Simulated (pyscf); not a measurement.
H₂S + O atom (O) [triplet] -> SH• + hydroxyl (OH•) (hydrogen abstraction; triplet surface; H–S broken, H–O formed). Optimised with ωB97X-D3(BJ)/def2-SVP in PySCF. Correlated levels are frozen-core, on RHF or UHF. ΔMP2 is the change of the MP2 total energy from the triple- to the quadruple-zeta basis. Energies in kJ/mol from the separated reactants.

| level | barrier | reaction energy |
|---|---|---|
| ωB97X-D3(BJ)/def2-TZVP | 19.2 | -43.8 |
| PBE0-D3(BJ)/def2-TZVP | (withheld) | -46.5 |
| M06-2X/def2-TZVP | 20.8 | -46.3 |
| HF/def2-TZVP | 107.5 | +5.5 |
| MP2/def2-QZVPP | 50.4 | -47.6 |
| CCSD/def2-TZVPP | 47.8 | -39.0 |
| CCSD(T)/def2-TZVPP + ΔMP2(QZVPP) | (withheld) | (withheld) |

### Question
What belongs in the gaps?

### Answer

- PBE0-D3(BJ)/def2-TZVP, barrier: 1.6
- CCSD(T)/def2-TZVPP + ΔMP2(QZVPP), barrier: 34.8
- CCSD(T)/def2-TZVPP + ΔMP2(QZVPP), reaction energy: -44.2

On the product side the descent ends in a bound adduct, 49.6 kJ/mol under the separated species and 112.6 kJ/mol under the saddle at ωB97X-D3(BJ)/def2-TZVP. SH• + OH• also meet on a surface of lower spin, which isn't treated here. One saddle was located; it need not be the lowest between these sides. The angle at the transferred H is 137°. The CCSD(T) − MP2 part came from Ansatz, without density fitting, on the same reference. Left out: the spin-orbit lowering of OH, O, SH.
